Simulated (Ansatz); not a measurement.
# CCSD/def2-SVPD run of CHCl2F (SMILES FC(Cl)Cl)

What is the energy change on altering one bond length of CHCl2F at CCSD/def2-SVPD? 

The calculation is run with Ansatz 0.2.0.

78 further runs of the same task are left out: 78 set aside as unsound or not needed.

### 1 The system as given

CHCl2F has 5 atoms, charge 0, and is taken as a singlet. SMILES: `FC(Cl)Cl`. Geometry: relaxed at PBE0-D4/def2-TZVP.

Bond lengths: F1–C2 1.340 Å, C2–Cl3 1.759 Å, C2–Cl4 1.759 Å, C2–H5 1.088 Å. Angles: F1–C2–Cl3 109.4°, F1–C2–Cl4 109.4°, Cl3–C2–Cl4 111.6°, F1–C2–H5 109.7°, Cl3–C2–H5 108.4°, Cl4–C2–H5 108.4°.

### 2 The energy at CCSD/def2-SVPD

The input, in.yaml:

```yaml
crystal:
  periodic: [false, false, false]
  atoms:
    - {symbol: F, position_ang: [-0.590600, 0.132500, 1.230400]}
    - {symbol: C, position_ang: [0.006400, 0.099400, 0.030700]}
    - {symbol: Cl, position_ang: [1.459900, -0.886800, 0.126900]}
    - {symbol: Cl, position_ang: [-1.120400, -0.525200, -1.167100]}
    - {symbol: H, position_ang: [0.294600, 1.106400, -0.262500]}
basis:
  gaussian:
    orbitals: def2-SVPD
correlation:
  method: ccsd
  frozen_orbitals: {C: 1, Cl: 5, F: 1, H: 0}
accuracy: high
scf:
  omitted_lower_state_checks: [cluster_reference, increment]
```

Command:

```bash
$ ansatz run in.yaml --threads 1 --pin off --max-ram 3480MiB --events-out events.jsonl --progress --plain --runs-dir runs
```

What it wrote, cut to the lines that bear on the results:

```text
Warning: RAYON_NUM_THREADS=1 ignored (pool sized by the plan → 1); use --threads N
Functional definition: HF
  name "HF"
[...]
2035 factors; integrals over basis functions are off by at most 3.6e-9 eV
[...]
mean field -28748.48796899 eV, -1056.4874464355 hartree, gradient 2.1e-8 eV, S^2 0.000000; 0 other end points of the search recorded, 0 dependent functions left out
12 core orbitals not correlated: weight in the atoms' cores, before any rotation towards them, 1.000 or more for the frozen orbitals, at most 0.000 for the correlated occupied ones
reference -28748.48796899 eV, -1056.4874464355 hartree; 13, 13 occupied and 80, 80 virtual orbitals, 2035 factors
second order -17.12417356 eV of doubles, -0.00000000 eV of singles
cycle   1  -17.49346844 eV  change   -3.7e-1 eV  update   9.3e-2
[...]
cycle  20  -17.96621993 eV  change  -3.5e-10 eV  update   2.0e-9
Total energy: -28766.45418893 eV, -1057.1476928400 hartree
Checks for a lower state left out: cluster_reference, increment
```

Run time: 19 s. Hardware: 1 thread of Arm Neoverse V2, shared host; peak memory 0.72 GiB.

### 3 The distorted shape

The input, run.yaml:

```yaml
crystal:
  periodic: [false, false, false]
  atoms:
    - {symbol: F, position_ang: [-0.889116, 0.149051, 1.830283]}
    - {symbol: C, position_ang: [0.006400, 0.099400, 0.030700]}
    - {symbol: Cl, position_ang: [1.459900, -0.886800, 0.126900]}
    - {symbol: Cl, position_ang: [-1.120400, -0.525200, -1.167100]}
    - {symbol: H, position_ang: [0.294600, 1.106400, -0.262500]}
basis:
  gaussian: {orbitals: def2-SVPD}
correlation: {method: ccsd, frozen_orbitals: {C: 1, Cl: 5, F: 1, H: 0}}
accuracy: high
scf: {omitted_lower_state_checks: [cluster_reference, increment]}
```

Command:

```bash
$ ansatz run run.yaml --threads 1 --pin off --max-ram 3480MiB --events-out events.jsonl --progress --plain --runs-dir runs
```

What it wrote, cut to the lines that bear on the results:

```text
Warning: RAYON_NUM_THREADS=1 ignored (pool sized by the plan → 1); use --threads N
[... 2 set-up lines as earlier in the session ...]
[...]
2050 factors; integrals over basis functions are off by at most 3.1e-9 eV
[...]
mean field -28744.98134685 eV, -1056.3585804487 hartree, gradient 1.4e-8 eV, S^2 0.000000; 0 other end points of the search recorded, 0 dependent functions left out; unrestricted orbitals would lower it
12 core orbitals not correlated: weight in the atoms' cores, before any rotation towards them, 1.000 or more for the frozen orbitals, at most 0.000 for the correlated occupied ones
reference -28744.98134685 eV, -1056.3585804487 hartree; 13, 13 occupied and 80, 80 virtual orbitals, 2050 factors
second order -18.06207927 eV of doubles, -0.00000000 eV of singles
cycle   1  -17.94386439 eV  change    1.2e-1 eV  update   1.6e-1
[...]
cycle  28  -18.75450024 eV  change    1.4e-9 eV  update   1.4e-9
Total energy: -28763.73584710 eV, -1057.0477956204 hartree
Checks for a lower state left out: cluster_reference, increment
```

Wall time 25 s (1 thread of Arm Neoverse V2, shared host); peak memory 0.72 GiB.

### 4 What came out

At CCSD/def2-SVPD, 12 core orbitals frozen:

| quantity | value |
| --- | --- |
| first shape: total energy | -1057.14769 Eh |
| first shape: correlation energy (12 core orbitals frozen) | -660.2 mEh |
| first shape: T1 diagnostic | 0.012 |
| distorted shape: total energy | -1057.04780 Eh |
| distorted shape: correlation energy (12 core orbitals frozen) | -689.2 mEh |
| distorted shape: T1 diagnostic | 0.023 |
| energy change with the F1–C2 bond stretched from 1.340 to 2.011 Å | 2.718 eV |

In words: One bond (distorted shape) is far stretched, which a spin-restricted single reference describes badly; a broken-symmetry solution may lie lower. With the F1–C2 bond stretched from 1.340 to 2.011 Å the energy rises by 2.72 eV (262 kJ/mol). The first shape isn't relaxed at this level, so the change isn't measured from a minimum. A restricted reference can't describe the breaking bond well at this length. The T1 diagnostic (distorted shape) of 0.023 is above the customary mark for such species, so a single reference may not serve. The restricted solution (distorted shape) is unstable to spin breaking: an unrestricted one lies lower.
